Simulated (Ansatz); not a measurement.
A made-up structure of CH$_{3}$AlS, singlet:

```xyz
6
angstrom
C -0.2465 -0.1689 -0.7557
Al 0.2429 0.5050 0.9659
S 0.5182 -1.5060 0.3720
H -1.2717 -0.4179 -1.0186
H 0.3619 -0.0100 -1.6427
H -0.7623 0.7482 -0.8840
```

It is relaxed with PBE-D4/def2-SVP and then PBE0-D4/def2-TZVP (Ansatz 0.2.0). Atoms count as bonded within 1.22 times the sum of their covalent radii (H–H: 0.88 Å). The end point is not checked to be a true minimum.

Task: Does its bonding change? (A judgement: the text doesn't fix the answer.)

Result: By the calculation: Yes. Formed: none; broken: C1–Al2.

Where it ends: The first stage lowers the energy by 2.69 eV in 7 steps. It ends as CH₃AlS ([CH3][S][Al]):
```
6
angstrom
C -0.3720 -0.2253 -1.0147
Al 0.4022 0.6326 1.6241
S 0.4415 -1.1752 0.3143
H -1.3222 -0.6944 -1.2644
H 0.2731 -0.2057 -1.8915
H -0.5802 0.8184 -0.7309
```

Labels in which every atom is bracketed show which atoms are joined, not bond orders.

For scale, one of the runs: PBE0-D4/def2-TZVP relaxation, 123 basis functions, launched by `ansatz run in.yaml --threads 2 --pin off --events-out ev --progress --plain --max-ram 4352MiB`. Hardware: 2 CPU threads of an Arm Neoverse V2, shared host. Wall time about 14 s.
